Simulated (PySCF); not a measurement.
**hydrosulfide and water**

The system is a cluster of hydrosulfide and water, charge -1, singlet.

Parts: 1 = hydrosulfide ([SH-]), atoms 1–2, charge -1; 2 = water (O), atoms 3–5.

```xyz
5

S     0.608   -0.255   -0.199
H    -0.569    0.347    0.051
O     1.651    2.022   -2.170
H     1.258    1.602   -2.938
H     1.381    1.389   -1.449
```
Atoms count from 1 in this order.

In these coordinates S1···H5 is 2.205 Å. Part 2 is then moved rigidly along that line, all else held; at short range other atoms may come into contact.

The starting structure comes from a short search with a few starts; no frequency run checks that it is a minimum, and another way of binding may lie lower.

Method: CCSD(T)/aug-cc-pVDZ and MP2/aug-cc-pVTZ, aug-cc-pVQZ counterpoise interaction energy, frozen core, gas phase (PySCF). Geometry: PBE0-D3(BJ)/def2-TZVPD.

Counterpoise energies in eV, cluster less the parts frozen as they stand in it; small is aug-cc-pVDZ, large aug-cc-pVQZ. Estimated limit: HF in aug-cc-pVQZ, MP2 correlation extrapolated as X⁻³ from aug-cc-pVTZ and aug-cc-pVQZ, and CCSD(T) less MP2 in aug-cc-pVDZ; it isn't the exact limit.

```csv
S1···H5 (Å),HF large,MP2 large,SCS-MP2 large,CCSD(T) small,CCSD(T) limit est.
1.985,?,?,?,?,?
2.095,-0.476,-0.664,-0.611,-0.572,-0.653
2.205,-0.523,-0.678,-0.633,-0.603,-0.671
2.315,?,?,?,?,?
2.426,-0.547,-0.653,-0.621,-0.604,-0.650
2.756,-0.504,-0.563,-0.543,-0.538,-0.563
3.308,-0.389,-0.409,-0.399,-0.401,-0.409
4.410,-0.226,-0.224,-0.221,-0.221,-0.222
```

(1) Fill in the withheld rows.

Answers

(1) 
```json
{"S1···H5 (Å)": "1.985", "HF large": "-0.393", "MP2 large": "-0.619", "SCS-MP2 large": "-0.557", "CCSD(T) small": "-0.508", "CCSD(T) limit est.": "-0.604"}
{"S1···H5 (Å)": "2.315", "HF large": "-0.544", "MP2 large": "-0.672", "SCS-MP2 large": "-0.634", "CCSD(T) small": "-0.611", "CCSD(T) limit est.": "-0.667"}
```

The 8 runs took 4.7 min in all, one thread each of Arm Neoverse N1 on a shared host, launched as `OMP_NUM_THREADS=1 python cluster_run.py task.json out`.
